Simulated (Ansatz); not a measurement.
A made-up structure of CH₂MgSi, singlet:

```json
{"atom": "C1", "x (Å)": "-0.7313", "y (Å)": "-0.8491", "z (Å)": "-0.0010"}
{"atom": "Si2", "x (Å)": "0.6634", "y (Å)": "0.7737", "z (Å)": "0.0701"}
{"atom": "Mg3", "x (Å)": "-0.7042", "y (Å)": "-0.8959", "z (Å)": "-1.6545"}
{"atom": "H4", "x (Å)": "-0.9450", "y (Å)": "-1.0477", "z (Å)": "1.0446"}
{"atom": "H5", "x (Å)": "1.5447", "y (Å)": "1.8152", "z (Å)": "0.4638"}
```

It is relaxed with PBE-D4/def2-SVP and then PBE0-D4/def2-TZVP (Ansatz 0.2.0). Atoms count as bonded within 1.22 times the sum of their covalent radii (H–H: 0.88 Å). The end point is not checked to be a true minimum.

Problem. Does its bonding change? (Judge from chemistry; the calculation decides.)

Solution. Computed: No: no bond forms or breaks.

Where it ends: The first stage lowers the energy by 3.47 eV in 7 steps. It ends as CH₂MgSi ([CH]1[Mg][SiH]1):
| atom | x (Å) | y (Å) | z (Å) |
| --- | --- | --- | --- |
| C1 | -0.5650 | -0.6423 | 0.1890 |
| Si2 | 0.5603 | 0.6299 | -0.3211 |
| Mg3 | -0.6124 | -0.7991 | -1.8052 |
| H4 | -0.8498 | -0.9190 | 1.2040 |
| H5 | 1.2944 | 1.5267 | 0.6563 |

Labels in which every atom is bracketed show which atoms are joined, not bond orders.

For scale, one of the runs: PBE0-D4/def2-TZVP relaxation, 112 basis functions, launched by `ansatz run in.yaml --threads 2 --pin off --events-out ev --progress --plain --max-ram 4352MiB`. Hardware: 2 CPU threads of an Arm Neoverse V2, shared host. Wall time about 11 s.
